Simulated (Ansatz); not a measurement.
# How far each method lies from UCCSDT(Q) for Al₂GaH, triplet

Geometry: that of the Al2GaH, singlet, kept fixed. The singlet lies 0.4 eV lower here.

```csv
atom,x (Å),y (Å),z (Å)
Al,0.0000,-1.6024,-0.5088
Ga,0.0000,0.3290,0.8726
Al,0.0000,0.6907,-1.6369
H,0.0000,1.6437,-2.9214
```

Basis cc-pVDZ; Ansatz 0.2.0. Only valence electrons are correlated (noble-gas cores and the filled d shells of p-block atoms frozen), which leaves 10 electrons in 44 orbitals. R marks a restricted (for open shells ROHF) determinant, U an unrestricted one. No spin–orbit coupling is included, and no scalar relativity.

Full CI isn't at hand for all of this; UCCSDT(Q) serves as the reference, and is uncertain by about the last step of the cluster series.

Unrestricted rows (U) aren't spin-pure: their determinants' ⟨S²⟩ exceeds S(S+1) by up to 0.11, so they mix in states of higher spin.

The UHF ⟨S²⟩ is 2.113. The T1 diagnostic (RCCSD) is 0.0260. The largest doubles amplitude (RCCSD) is 0.083 and the T1 diagnostic (UCCSD) is 0.0372.

**Question.** From what is known of these methods and the diagnostics, rank them by the size of their error in total energy against UCCSDT(Q) in cc-pVDZ, smallest first (an estimate: the text doesn't fix the numbers).
A. UCCSD
B. UMP2
C. UCCSD(T)
D. UHF
E. UCCSDT

**Answer.** E (29 meV), C (81 meV), A (386 meV), B (1350 meV), D (5544 meV).

All errors are against UCCSDT(Q) in cc-pVDZ. Within each family the higher level lies nearer, as is usual though not guaranteed.
